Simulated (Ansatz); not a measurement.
Base system: Ta in the bcc (W type) structure (space group Im-3m, No. 229; a = 3.282 Å).

The values are results of PBEsol (Ansatz, a first-principles code), no SOC, not measurements.

It is then changed as follows: every Ta is replaced by V, then cell and atoms are relaxed.

Measured lattice parameter a: Ta 3.299 Å (static lattice; corrected from measurement; as listed in Daniel Mejia-Rodriguez, S. B. Trickey, Phys. Rev. B (2018)); V 3.021 Å (static lattice; corrected from measurement; as listed in Daniel Mejia-Rodriguez, S. B. Trickey, Phys. Rev. B (2018)).

**Question.** How well does PBEsol reproduce the measured shift?

**Answer.** With PBEsol the lattice parameter a moves by -0.323 Å (3.282 → 2.959) against -0.278 Å measured.

No phonon test of stability was made. Seeded moments were not kept for Ta → V. All final runs are without spin polarisation.
